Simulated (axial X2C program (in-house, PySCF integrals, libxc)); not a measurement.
# Bond lengths and stretching modes, held linear, of HBH

Computed with an axial X2C code built on PySCF integrals: two-component X2C with atomic mean-field Coulomb and Gaunt terms, Gaussian nuclei, basis H dyall-v3z, B dyall-v3z with contracted cores. Spin-free rows use the one-electron spin-free X2C Hamiltonian.

Masses H 1.008, B 11.009, H 1.008 u. States: 2c Ω = 1/2 (beyond evenly filled blocks: ω = 1/2); spin-free M_S = 1/2, Λ = 1 (beyond evenly filled blocks: π+α).

PBE0, 2c: energies above the lowest point

```tsv
r(H–B) (Å)	r(B–H) (Å)	E (meV)
1.1446	1.1446	22.50
1.1446	1.1740	11.42
1.1446	1.2033	23.41
1.1740	1.1446	11.42
1.1740	1.1740	0.00
1.1740	1.2033	11.68
1.1740	1.2327	43.41
1.2033	1.1446	23.41
1.2033	1.1740	11.68
1.2033	1.2033	23.05
1.2327	1.1740	43.41
1.2327	1.2327	85.59
```

Q: Fit a quadratic surface with cubic terms in each bond: where is the minimum, and what are the two stretching wavenumbers?

A: At PBE0, 2c: bonds 1.173 and 1.173 Å; harmonic stretches 2676.9 and 2951.2 cm⁻¹; force constants 4.31, 4.31 and coupling -0.06 mdyn/Å.

The other levels and Hamiltonians give:

```
Hamiltonian      level  r(H–B) (Å)  r(B–H) (Å)  lower stretch (cm⁻¹)  upper stretch (cm⁻¹)
         2c         HF       1.165       1.165                2764.3                3032.7
         2c  BHandHLYP       1.160       1.160                2747.0                3022.9
         2c        MP2       1.166       1.166                2739.6                3013.8
  spin-free       PBE0       1.173       1.173                2677.0                2951.3
  spin-free         HF       1.165       1.165                2764.4                3032.8
  spin-free  BHandHLYP       1.160       1.160                2747.1                3023.0
  spin-free        MP2       1.166       1.166                2739.6                3013.9
```

Each state is one determinant, the lowest of a limited PBE0 search; the stretches come from a fit to these few points and carry an uncertainty of a few per cent. Other orders of the atoms were not compared. MP2 freezes inner shells (threshold -2 hartree). The molecule was held linear; bending was not examined, so a bent shape may lie lower. Note: functional without a current term on a determinant with orbital currents, of the molecule or an atom.
